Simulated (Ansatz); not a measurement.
Geometry optimisation, Ansatz 0.2.0, RKS PBE0-D4/def2-SVP.

input.yaml

```yaml
crystal:
  periodic: [false, false, false]
  atoms:
    - { symbol: B, position_ang: [-0.621447, -0.473446, 0.181722] }
    - { symbol: H, position_ang: [1.405898, -0.945394, -1.124262] }
    - { symbol: H, position_ang: [-1.299863, -0.701638, -0.790911] }
    - { symbol: H, position_ang: [-0.277949, -1.333626, 0.956981] }
    - { symbol: H, position_ang: [1.257709, -0.324203, -0.828795] }
    - { symbol: "N", position_ang: [-0.240779, 0.912611, 0.460169] }
    - { symbol: H, position_ang: [-0.522599, 1.685794, -0.127108] }
    - { symbol: H, position_ang: [0.29893, 1.179901, 1.272304] }
basis:
  gaussian: { orbitals: def2-SVP }
hamiltonian:
  xc: pbe0
  dispersion: d4
relax:
  f_tol: 0.03
  max_steps: 50
```

Run as:

```bash
$ ansatz run input.yaml --threads 1 --pin off --max-ram 2048MiB --backend cpu --events-out ev --progress --plain --runs-dir out
```

Q: Where does it end, and by what steps?

A: The run converged. The force dipped under the threshold on the way, but the program's further checks kept it going. After 20 steps the energy has fallen by 0.361 eV; H2 moved furthest, 1.29 Å.

| step | energy less start (eV) | largest force component (eV/Å) | accepted |
| --- | --- | --- | --- |
| 0 | 0.0000 | 2.472 | yes |
| 1 | -0.2424 | 1.053 | yes |
| 2 | -0.3072 | 0.274 | yes |
| 3 | -0.3313 | 0.222 | yes |
| 4 | -0.3357 | 0.179 | yes |
| 5 | -0.3398 | 0.196 | yes |
| 6 | -0.3416 | 0.131 | yes |
| 7 | -0.3380 | 0.416 | no |
| 8 | -0.3459 | 0.016 | yes |
| 9 | -0.3476 | 0.188 | yes |
| 10 | -0.3499 | 0.124 | yes |
| 11 | -0.3506 | 0.291 | yes |
| 12 | -0.3504 | 0.393 | no |
| 13 | -0.3561 | 0.091 | yes |
| 14 | -0.3578 | 0.008 | yes |
| 15 | -0.3578 | 0.297 | yes |
| 16 | -0.3597 | 0.088 | yes |
| 17 | -0.3603 | 0.028 | yes |
| 18 | -0.3606 | 0.138 | yes |
| 19 | -0.3603 | 0.152 | no |
| 20 | -0.3612 | 0.021 | yes |

```xyz
8
Properties=species:S:1:pos:R:3
B -1.180 -0.382 0.534
H 2.496 -0.412 -1.558
H -2.077 -0.497 -0.269
H -1.068 -1.131 1.477
H 1.850 -0.318 -1.165
N -0.251 0.638 0.368
H -0.289 1.306 -0.392
H 0.519 0.797 1.006
```

The run took 20 s on 1 thread of Arm Neoverse V2, on a shared host, peak memory 0.11 GiB.
